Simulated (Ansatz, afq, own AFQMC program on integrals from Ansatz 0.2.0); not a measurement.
Two steps: Ansatz 0.2.0 writes the Fock matrix and Cholesky factors of the valence space, and afq projects on them the lowest state that overlaps trial and start.

```yaml
crystal:
  periodic: [false, false, false]
  atoms:
    - {symbol: Al, position_ang: [0.000000, 0.000000, 0.000000]}
basis:
  gaussian: {orbitals: 6-31G}
magnetization: {spin_polarized: true, initial_magnetization: 1}
correlation: {method: ccsd_t, electrons: outside_noble_gas, hamiltonian_folder: ham}
```

```sh
$ ansatz run in.yaml --threads 1 --pin off --events-out ev --progress --plain --max-ram 16896MiB --backend cuda --devices 0, --max-vram 18GiB
```

afq runs on the folder ham with

```
--method phaseless --trial hf --walkers 4000 --populations 20 --least-time 40 --time-step 0.005 --steps-per-block 20 --equilibration-blocks 112 --max-blocks 4000 --target-error 0.00033 --factor-cut 1e-05 --start spin_pure --seed 25 --taylor-order 6
```

Times are imaginary, in 1/Eh. The walk had a cap of 49 s. With eight or more populations the least sampling time is a fifth of least-time, and the error comes from their spread.

Log:

```
orbitals 8  electrons 2 1  factors 29 of 59
reference energy -241.85418633 Eh
CCSD correlation -0.02921454 Eh in 10 cycles, weight of the determinant in the CISD state 0.9516
energy of the start -241.854187 Eh
 block  time / (1/Eh)  mean weight  energy / Eh
     1     0.100  1.0000  -241.855949
     2     0.200  1.0001  -241.857628
     3     0.300  1.0001  -241.859174
     4     0.400  1.0001  -241.860557
     5     0.500  1.0001  -241.861888
     8     0.800  1.0002  -241.865547
    13     1.300  1.0001  -241.869896
    25     2.500  1.0000  -241.876148
    37     3.700  1.0001  -241.879162
    49     4.900  1.0000  -241.881421
    61     6.100  1.0000  -241.881312
    73     7.300  1.0000  -241.881103
    85     8.500  1.0000  -241.881370
    97     9.700  1.0001  -241.881497
   109    10.900  1.0000  -241.884425
   121    12.100  1.0001  -241.881545
   133    13.300  1.0000  -241.881198
   145    14.500  1.0001  -241.881630
   157    15.700  0.9999  -241.881878
   169    16.900  1.0000  -241.880776
   181    18.100  1.0000  -241.880400
   189    18.900  1.0001  -241.881748
error from the spread of 20 populations
energy -241.881398 +/- 0.000277 Eh
(rows thinned)
```

The run passed its tests (sampling time, drift between the halves within three errors, error under three times the target), which doesn't prove that it has relaxed.

Against this walk (error 7.5 meV) on the same determinant: CCSD(T) 57.4 meV lower, full CI 58.8 meV lower, a separate phaseless walk with a CISD trial and standard settings 58.5 ± 7.5 meV lower. The error is statistical and leaves out the bias of the constraint. Full CI is exact here, so the walk's 59 meV above it is the walk's own error: the bias of the constraint with this trial. It lies above even CCSD, by 55 meV.

Cautions: constraint bias not in the error.

The walk took 16 s on 1 × NVIDIA H100 80GB HBM3 with 2 threads of AMD EPYC 7R13 Processor (Zen 3), on a shared host (the card was shared). The log's last line is the phaseless energy.

A walk keeps the symmetry of its determinant, which the program's search chose and which needn't be the lowest solution, so a lower state of the same spin and another symmetry isn't excluded.
